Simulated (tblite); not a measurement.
Compound: C5H15P.
InChI=1S/C5H15P/c1-5-6(2,3)4/h6H,5H2,1-4H3

Computed values, GFN2-xTB/tblite, gas phase, harmonic and unscaled. The method is semi-empirical: single wavenumbers can be off by several per cent or more. Modes of hydrogen on phosphorus can be 10 to 20 % off.

Harmonic wavenumbers (cm⁻¹): 59.4, 98.3, 105.1, 155.0, 192.8, 237.8, 260.5, 328.3, 335.6, 360.3, 379.1, 573.0, 595.9, 699.0, 710.5, 714.5, 722.8, 777.8, 794.7, 850.6, 870.0, 910.4, 977.2, 999.3, 1064.5, 1172.8, 1191.2, 1218.6, 1255.8, 1305.3, 1306.3, 1330.7, 1399.2, 1422.6, 1426.6, 1427.8, 1431.8, 1432.6, 1487.9, 1490.9, 1497.5, 1498.5, 1679.1, 2923.7, 2968.2, 2976.6, 2979.9, 2981.6, 2983.0, 2987.7, 2988.7, 2994.4, 3003.6, 3013.3, 3015.7, 3018.8, 3027.5.

A = 3254, B = 1963, C = 1816 MHz; mass 106.091 u (most abundant isotopes); point group C1, symmetry number 1.

Q: Zero-point energy?

A: ½Σν̃ = 40305 cm⁻¹ = 482.16 kJ/mol.

Q: What is S at 200 K and 1 bar for an ideal gas of classical rigid rotors and harmonic oscillators?

A: Translation 158.73, rotation 110.99, vibration 74.38: S = 344.1 J/(mol K).

Q: And Cp and H(200 K) − H(0)?

A: Cp = 120.14 J/(mol K), of which vibrations give 86.88 (their classical limit is 57 R = 473.9); H(200 K) − H(0) = 15.16 kJ/mol without the zero-point energy, 8.51 from vibrations.

Q: Blend soft modes into free rotors: weight 1/[1 + (100 cm⁻¹/ν̃)⁴] for the oscillator and the rest for a rotor with moment μB/(μ + B), μ = h/(8π²ν), B = 10⁻⁴⁴ kg m². What vibrational entropy results?

A: 71.21 J/(mol K) in place of 74.38, which changes −T·S at 200 K by +0.63 kJ/mol.

Q: How do the functions run with temperature in this model?

A: 
```json
{"T (K)": "150", "S (J/(mol K))": "312.7", "Cp (J/(mol K))": "99.3", "H − H(0) (kJ/mol)": "9.68", "G − H(0) (kJ/mol)": "-37.23", "ln q(vib)": "2.56"}
{"T (K)": "250", "S (J/(mol K))": "373.2", "Cp (J/(mol K))": "141.7", "H − H(0) (kJ/mol)": "21.70", "G − H(0) (kJ/mol)": "-71.60", "ln q(vib)": "5.11"}
{"T (K)": "298.15", "S (J/(mol K))": "400.0", "Cp (J/(mol K))": "162.9", "H − H(0) (kJ/mol)": "29.04", "G − H(0) (kJ/mol)": "-90.22", "ln q(vib)": "6.36"}
{"T (K)": "400", "S (J/(mol K))": "454.0", "Cp (J/(mol K))": "206.6", "H − H(0) (kJ/mol)": "47.88", "G − H(0) (kJ/mol)": "-133.73", "ln q(vib)": "9.00"}
{"T (K)": "600", "S (J/(mol K))": "551.9", "Cp (J/(mol K))": "276.9", "H − H(0) (kJ/mol)": "96.61", "G − H(0) (kJ/mol)": "-234.51", "ln q(vib)": "14.17"}
{"T (K)": "900", "S (J/(mol K))": "678.7", "Cp (J/(mol K))": "348.4", "H − H(0) (kJ/mol)": "191.19", "G − H(0) (kJ/mol)": "-419.65", "ln q(vib)": "21.62"}
```

q(vib) and H(0) count from the zero-point level.

Hindered rotation and anharmonicity are outside this model. The structure is chiral; the term R ln 2 for an equal mix with its mirror image is left out.

Hardware: an x86-64 server with one thread, no GPU (shared host). This covers the Hessian and the dipole derivatives.

The values belong to the conformer `[H][P:3]([CH2:2][CH3:1])([CH3:4])([CH3:5])[CH3:6]`: C1–C2–P3–C4 20°.
